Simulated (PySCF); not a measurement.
How the method moves the HOMO and LUMO of acetyl chloride

Species: acetyl chloride, C2H3ClO.
Geometry (PBE0-D3(BJ)/def2-SVP, Å), atoms numbered from 1 in this order:
```
atom  x, y, z in Å
C1    -0.367   -0.441   -0.163
C2     1.075   -0.088   -0.338
O3     1.539    0.979   -0.539
Cl4    2.130   -1.537   -0.204
H5    -0.979    0.465   -0.252
H6    -0.512   -0.910    0.821
H7    -0.659   -1.180   -0.923
```

Basis pcSseg-2 throughout (PySCF), one geometry. Geometry: PBE0-D3(BJ)/def2-SVP; no solvent, vibrations or thermal averaging.

Task: How do the orbital energies, the gap and the dipole change with the method?

Result: 
| method | kind | HOMO (eV) | LUMO (eV) | gap (eV) | μ (D) | SCF cycles |
| --- | --- | --- | --- | --- | --- | --- |
| BLYP | GGA | -7.01 | -2.12 | 4.89 | 2.76 | 15 |
| OPBE | GGA | -7.10 | -2.14 | 4.96 | 2.75 | 15 |
| PBE | GGA | -7.12 | -2.24 | 4.88 | 2.76 | 16 |
| B97-D | GGA | -7.14 | -2.14 | 4.99 | 2.78 | 15 |
| BP86 | GGA | -7.22 | -2.32 | 4.90 | 2.78 | 15 |
| KT2 | GGA | -7.26 | -2.16 | 5.10 | 2.79 | 16 |
| KT3 | GGA | -7.28 | -2.17 | 5.10 | 2.76 | 16 |
| LDA | LDA | -7.29 | -2.48 | 4.81 | 2.84 | 15 |
| B3LYP | global hybrid | -8.39 | -1.38 | 7.01 | 2.86 | 15 |
| PBE0 | global hybrid | -8.64 | -1.11 | 7.54 | 2.87 | 14 |
| mPW1PW91 | global hybrid | -8.67 | -1.12 | 7.55 | 2.87 | 14 |
| HF | Hartree–Fock | -12.38 | 2.50 | 14.88 | 3.14 | 11 |

The HOMO spans 5.38 eV, from BLYP down to HF, and the gap runs from 4.81 eV (LDA) to 14.88 eV (HF). Over the methods BLYP (0 %), OPBE (0 %), PBE (0 %), B97-D (0 %), BP86 (0 %), KT2 (0 %), KT3 (0 %), LDA (0 %), B3LYP (20 %), PBE0 (25 %), mPW1PW91 (25 %), HF (100 %), a straight line through the gap against the share of exact exchange rises by 1.00 eV for each 10 % (correlation coefficient 0.999). The dipole ranges from 2.75 D (OPBE) to 3.14 D (HF). This basis has no diffuse functions.
